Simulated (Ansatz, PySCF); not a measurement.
Dissociation curve of NaCl, singlet. Each curve is given relative to its own lowest point near equilibrium.

```csv
R / Å,A,B,C,D
1.89,55.3,58.3,64.2,56.4
2.01,25.6,27.6,31.4,26.4
2.12,10.3,11.6,13.8,11.0
2.22,3.1,3.8,5.0,3.5
2.31,0.4,0.6,1.0,0.5
2.36,0.0,0.0,0.0,0.0
2.47,1.2,0.7,0.1,0.9
2.53,2.8,2.1,1.2,2.4
2.63,6.3,5.3,4.0,5.8
2.73,10.7,9.3,7.8,10.1
2.94,21.3,19.3,17.4,20.7
3.15,32.3,29.7,27.9,32.0
3.51,50.3,46.7,45.3,50.3
3.92,68.1,63.2,62.8,68.0
4.24,79.8,73.9,74.4,79.4
4.67,92.9,85.2,87.5,91.4
5.13,104.3,93.5,98.9,101.1
5.73,115.8,100.6,110.9,110.0
6.42,125.6,105.9,121.5,117.0
7.12,133.0,109.4,130.0,121.9
8.33,141.8,113.2,141.2,127.1
9.36,147.0,115.2,148.3,130.0
```

Energies in mEh.

### Question
Assign the columns to these levels of theory: Ansatz (an electronic-structure program) with CCSD on RHF/aug-cc-pVTZ, frozen core; restricted B3LYP/6-31G*, spherical d (PySCF 2.14.0); Ansatz with restricted CAM-B3LYP/aug-cc-pVTZ; unrestricted B3LYP/6-311+G**, spherical d (PySCF).

### Answer
A is RKS-CAM-B3LYP; B is UKS-B3LYP/6-311+G**; C is RCCSD; D is RKS-B3LYP/6-31G*.

The unrestricted determinant behind UKS-B3LYP/6-311+G** is spin-contaminated at 4.67 to 9.36 Å (<S²> up to 0.5, against 0.00 for a pure singlet). The restricted form behind RKS-B3LYP/6-31G*, RKS-CAM-B3LYP keeps the bonding electrons paired and can't separate into open-shell fragments.
